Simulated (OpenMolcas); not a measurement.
# UHF/6-31++G(d,p) (spherical functions) run of C2H6B (SMILES B[CH]C)

What is the electrostatic solvation energy at fixed shape (PCM, dimethylsulfoxide) of C2H6B at UHF/6-31++G** (spherical functions)? 

The results are computed with OpenMolcas 26.06.

1 further run of the same task is left out (set aside as unsound or not needed).

### Step 1. The structure to begin with

The species is C2H6B (9 atoms), meant as a doublet with charge 0. SMILES: `B[CH]C`. The coordinates come from a GFN2-xTB relaxation.

Bond lengths: B1–C2 1.509 Å, C2–C3 1.478 Å, B1–H4 1.174 Å, B1–H5 1.172 Å, C2–H6 1.086 Å, C3–H7 1.087 Å, C3–H8 1.094 Å, C3–H9 1.094 Å. Some angles: B1–C2–C3 125.6°, B1–C2–H6 121.3°, C3–C2–H6 113.1°, C2–B1–H4 120.0°, C2–B1–H5 120.0°, C2–C3–H7 111.9°, C2–C3–H8 110.3°, C2–C3–H9 110.5°, H4–B1–H5 120.0°, H7–C3–H8 109.2°.

### Step 2. Energy and forces at UHF/6-31++G(d,p) (spherical functions)

File job.inp:

```
* C2H6B Hartree-Fock
>>> EXPORT MOLCAS_PRINT=2

&GATEWAY
 BasLib=$CurrDir
 BasisSet
 B.6-31ppGss....
 B1 -0.786130 0.737560 -1.043860 angstrom
 End of Basis
 BasisSet
 C.6-31ppGss....
 C2 0.212100 0.495400 0.062070 angstrom
 C3 0.460780 -0.799840 0.728680 angstrom
 End of Basis
 BasisSet
 H.6-31ppGss....
 H4 -1.314090 -0.170770 -1.566770 angstrom
 H5 -1.034110 1.832180 -1.381310 angstrom
 H6 0.831850 1.298890 0.448340 angstrom
 H7 -0.168170 -1.589660 0.326660 angstrom
 H8 1.511020 -1.087000 0.620420 angstrom
 H9 0.286740 -0.716760 1.805780 angstrom
 End of Basis

&SEWARD

&SCF
 UHF
 Spin=2
 PrOrbitals=1 1

&ALASKA
```

The basis set 6-31++G** is read from a file made from the Basis Set Exchange's data (not shown).

On the command line:

```console
$ export MOLCAS_MEM=1860
$ pymolcas job.inp > job.log
```

What it wrote:

```text
--- Start Module: gateway ---
[...]
--- Stop Module: gateway /rc=_RC_ALL_IS_WELL_ ---
[...]
      Basis functions           90
[...]
--- Start Module: scf ---
[...]
       Convergence after  13 Iterations
[...]
::    Total SCF energy                               -103.8723084316
[...]
      Total spin, S                                     0.5039165479
[...]
      Total electronic charge=   23.000000
      Total            charge=   -0.000000
[...]
      Dipole Moment (debye):
      Origin of the operator (angstrom)=   -0.0114    0.0982   -0.0426
                   X=  8.0701E-01               Y= -3.7065E-01               Z=  9.5358E-01           Total=  1.3031E+00
      Quadrupole Moment (debye*angstrom):
[...]
--- Stop Module: scf /rc=_RC_ALL_IS_WELL_ ---
[...]
--- Start Module: alaska ---
[...]
 *              Molecular gradients               *
 **************************************************
  Irreducible representation: a
 ------------------------------------------------------------------------------------------
                              X                       Y                       Z
 ------------------------------------------------------------------------------------------
  B1                7.10082212519225E-04   -2.82031477550837E-03    1.84686193285621E-03
  C2               -9.38908805689875E-03   -1.02197367797028E-02   -7.11180585057369E-03
  C3               -5.03566411659251E-03    1.20894562222920E-02   -7.38950928401927E-03
  H4                5.95467463705068E-03    7.49131037496809E-03    4.25520439634108E-03
  H5                2.36979858772413E-03   -9.28152827894024E-03    4.79294276712317E-03
  H6                3.67307381148008E-03   -4.08498552851633E-04    2.36487730669899E-03
  H7               -2.36934527356092E-03    9.65832136503586E-05   -2.29412204464974E-03
  H8                3.29825486929636E-03    1.40472767930677E-03    2.39659686808835E-04
[...]
--- Stop Module: alaska /rc=_RC_ALL_IS_WELL_ ---
[...]
```

It took 6.6 s on 1 thread of Intel Xeon 6975P-C (Granite Rapids), shared host; peak memory 0.49 GiB.

### Step 3. Energy and gradient at UHF/6-31++G(d,p) (spherical functions, PCM dimethylsulfoxide)

File job.inp:

```
* C2H6B Hartree-Fock

&gateway
 baslib
 $CurrDir
 basisset
 B.6-31ppGss....
 B1 -0.786130 0.737560 -1.043860 angstrom
 End of Basis
 basisset
 C.6-31ppGss....
 C2 0.212100 0.495400 0.062070 angstrom
 C3 0.460780 -0.799840 0.728680 angstrom
 End of Basis
 basisset
 H.6-31ppGss....
 H4 -1.314090 -0.170770 -1.566770 angstrom
 H5 -1.034110 1.832180 -1.381310 angstrom
 H6 0.831850 1.298890 0.448340 angstrom
 H7 -0.168170 -1.589660 0.326660 angstrom
 H8 1.511020 -1.087000 0.620420 angstrom
 H9 0.286740 -0.716760 1.805780 angstrom
 End of Basis
 rf-input
 PCM-Model
 Solvent=dimethylsulfoxide
 End of RF-Input

&seward

&scf
 uhf
 spin
 2
 prorbitals
 1 1

&alaska
```

The basis set 6-31++G** is read from a file made from the Basis Set Exchange's data (not shown).

On the command line:

```console
$ export MOLCAS_MEM=1860
$ pymolcas job.inp > job.log
```

What it wrote:

```text
--- Start Module: gateway ---
[...]
--- Stop Module: gateway /rc=_RC_ALL_IS_WELL_ ---
[...]
      Basis functions           90
[...]
--- Start Module: scf ---
[...]
       Convergence after  13 Iterations
[...]
::    Total SCF energy                               -103.8750146420
[...]
      Total spin, S                                     0.5038395117
[...]
      Total electronic charge=   23.000000
      Total            charge=   -0.000000
[...]
      Dipole Moment (debye):
      Origin of the operator (angstrom)=   -0.0114    0.0982   -0.0426
                   X=  9.8054E-01               Y= -3.3244E-01               Z=  1.1228E+00           Total=  1.5273E+00
      Quadrupole Moment (debye*angstrom):
[...]
--- Stop Module: scf /rc=_RC_ALL_IS_WELL_ ---
[...]
--- Start Module: alaska ---
[...]
 *              Molecular gradients               *
 **************************************************
  Irreducible representation: a
 ------------------------------------------------------------------------------------------
                              X                       Y                       Z
 ------------------------------------------------------------------------------------------
  B1               -1.48516682670508E-03   -6.66953539210313E-04   -1.11262616235663E-03
  C2               -8.03733419019448E-03   -9.79460038639335E-03   -5.96933237638098E-03
  C3               -4.74654038880185E-03    1.21299244851611E-02   -7.01161772954473E-03
  H4                7.19668787671224E-03    9.06656043394460E-03    5.63202232010118E-03
  H5                2.55482493790193E-03   -1.29627345281915E-02    6.14734981988252E-03
  H6                1.75958052528657E-03   -2.49797301784360E-03    1.12094686669295E-03
  H7               -2.01328498749453E-03    6.62960440602323E-04   -2.19986802341321E-03
  H8                2.87460590602828E-03    1.26005849223276E-03    2.88081859612321E-04
[...]
--- Stop Module: alaska /rc=_RC_ALL_IS_WELL_ ---
[...]
```

Run time: 9.3 s. Hardware: 1 thread of Intel Xeon 6975P-C (Granite Rapids), shared host; peak memory 0.49 GiB.

### Step 4. What came out

Level: UHF/6-31++G** (spherical functions).

| quantity | value |
| --- | --- |
| gas phase: total energy | -103.87231 Eh |
| gas phase: dipole moment | 1.30 D |
| gas phase: HOMO energy (highest over α and β) | -9.97 eV |
| gas phase: LUMO energy (lowest over α and β) | 0.79 eV |
| gas phase: ⟨S²⟩ | 0.758 |
| gas phase: largest force on an atom | 0.802 eV/Å |
| PCM, dimethylsulfoxide: total energy | -103.87501 Eh |
| PCM, dimethylsulfoxide: dipole moment | 1.53 D |
| PCM, dimethylsulfoxide: HOMO energy (highest over α and β) | -9.72 eV |
| PCM, dimethylsulfoxide: LUMO energy (lowest over α and β) | 0.94 eV |
| PCM, dimethylsulfoxide: ⟨S²⟩ | 0.758 |
| PCM, dimethylsulfoxide: largest force on an atom | 0.761 eV/Å |
| energy change from gas to solvent at fixed shape | -0.074 eV |

What this shows: The solvent model (PCM, dimethylsulfoxide) lowers the energy by 0.07 eV (−7.1 kJ/mol) at the same shape. It holds the electrostatic part alone, without cavity or dispersion terms. The largest force (PCM, dimethylsulfoxide) is 0.76 eV/Å: the shape isn't a stationary point for this species at this level. The largest force (gas phase) is 0.80 eV/Å: the shape isn't a stationary point for this species at this level. Mulliken charges (PCM, dimethylsulfoxide) run from -0.45 on C3 to +0.17 on B1; in a basis this large or diffuse they mean little.
